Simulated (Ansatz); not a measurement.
Relaxation of C2H2O2 (6 atoms, charge 0, multiplicity 1), to a largest force component of 0.02 eV/Å in at most 50 steps.

These are results of UKS LDA/def2-SVP (Ansatz), not measurements.

```xyz
6
Properties=species:S:1:pos:R:3:forces:R:3
O 1.175 -0.347 -1.253 -1.85 2.23 2.41
C 0.500 0.333 -0.432 1.68 -3.72 -3.00
C -0.552 -0.347 0.410 2.05 1.26 -1.21
O -1.068 0.300 1.254 -1.62 0.87 1.90
H 0.628 1.405 -0.255 0.18 1.05 0.17
H -0.641 -1.409 0.230 -0.43 -1.67 -0.27
```

Where does it end, and by what steps?

The forces met the threshold. After 5 steps the energy has fallen by 0.257 eV; O4 moved furthest, 0.06 Å.

| step | energy less start (eV) | largest force component (eV/Å) | accepted |
| --- | --- | --- | --- |
| 0 | 0.0000 | 3.724 | yes |
| 1 | -0.0877 | 1.649 | yes |
| 2 | -0.2491 | 0.218 | yes |
| 3 | -0.2561 | 0.155 | yes |
| 4 | -0.2571 | 0.022 | yes |
| 5 | -0.2571 | 0.002 | yes |

```xyz
6
Properties=species:S:1:pos:R:3
O 1.145 -0.320 -1.270
C 0.529 0.312 -0.449
C -0.515 -0.333 0.434
O -1.131 0.298 1.254
H 0.664 1.422 -0.258
H -0.650 -1.443 0.242
```

Whether the end is a true minimum wasn't checked by a vibrational analysis.

Time of the run: 5.8 s on 2 threads of Arm Neoverse V1, with other jobs on the host, peak memory 0.12 GiB.
